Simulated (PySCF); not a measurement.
The same gas-phase reaction for F, Cl, Br, I:
- 3 HF + BH → BF3 + 2 H2
- 3 HCl + BH → BCl3 + 2 H2
- 3 HBr + BH → BBr3 + 2 H2
- 3 HI + BH → BI3 + 2 H2

Computed with PySCF and rigid-rotor harmonic-oscillator thermochemistry at 1 bar. † marks an energy on the PBE0/def2-TZVP geometry and frequencies. MP2 freezes the core. All species are closed-shell singlets. I: scalar-relativistic def2 core potential, no spin-orbit coupling. Br: all electrons, no relativistic terms. MP2 isn't extrapolated to the basis-set limit.

ΔH°(298 K) in kJ, by level:

```csv
level,F,Cl,Br,I
ωB97M-V/def2-TZVP†,-798.2,___,-547.8,-495.7
PBE0/def2-SVP†,-870.0,___,-577.0,-524.3
MP2/def2-SVP†,-851.0,-633.0,-577.7,-531.9
ωB97X-V/def2-TZVP†,-801.8,___,-550.7,-499.9
BLYP/def2-TZVP†,-798.0,___,-529.1,-476.6
PBE/def2-TZVP†,-807.5,___,-577.5,-534.2
```

**Question.** Complete the blanks.

**Answer.** 
- ωB97M-V/def2-TZVP†, Cl: -590.0
- PBE0/def2-SVP†, Cl: -637.3
- ωB97X-V/def2-TZVP†, Cl: -592.1
- BLYP/def2-TZVP†, Cl: -575.8
- PBE/def2-TZVP†, Cl: -616.3
